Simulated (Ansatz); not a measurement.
Reaction: CHN (SMILES C#N) → CHN (parent SMILES C#N, triplet)
Each species at its own B3LYP-D3(BJ)/def2-TZVP minimum (Ansatz, a quantum-chemistry and plane-wave program).

Total energies in hartree (Ansatz). Radicals and triplets start from unrestricted determinants; spin-orbit coupling is neglected. Cores are frozen in correlated methods. No relativity. The UHF reference of CHN (parent SMILES C#N, triplet) is spin-contaminated (<S^2> up to 0.08 over the pure value in the sets run). The spin of CHN (parent SMILES C#N, triplet) was assumed, and the state is the lowest solution found for it.

```csv
species,HF/cc-pVTZ,CCSD(T)/cc-pVTZ,HF/cc-pVQZ,CCSD(T)/cc-pVQZ,CCSDT(Q)/cc-pVQZ
1: CHN (SMILES C#N),-92.90894,-93.27480,-92.91529,-93.30107,-93.30243
"2: CHN (parent SMILES N#C, triplet)",-92.77668,-93.09910,-92.78315,-93.12346,-93.12737
```

Q: Work out the adiabatic triplet-singlet gap (electronic) in kJ/mol: take Hartree-Fock from cc-pVQZ, extrapolate the CCSD(T) correlation energy as X^-3 (X = 3, 4), and add CCSDT(Q) - CCSD(T) in cc-pVQZ. 1 hartree = 2625.5 kJ/mol.

A: 
Species 1: correlation (64·(-0.38578) - 27·(-0.36586))/37 = -0.40032; step -0.00136; E1 = -92.91529 + (-0.40032) + (-0.00136) = -93.31697
Species 2: correlation (64·(-0.34031) - 27·(-0.32242))/37 = -0.35336; step -0.00391; E2 = -92.78315 + (-0.35336) + (-0.00391) = -93.14042
-1·E1 +1·E2 = 0.17655 hartree = 463.5 kJ/mol.
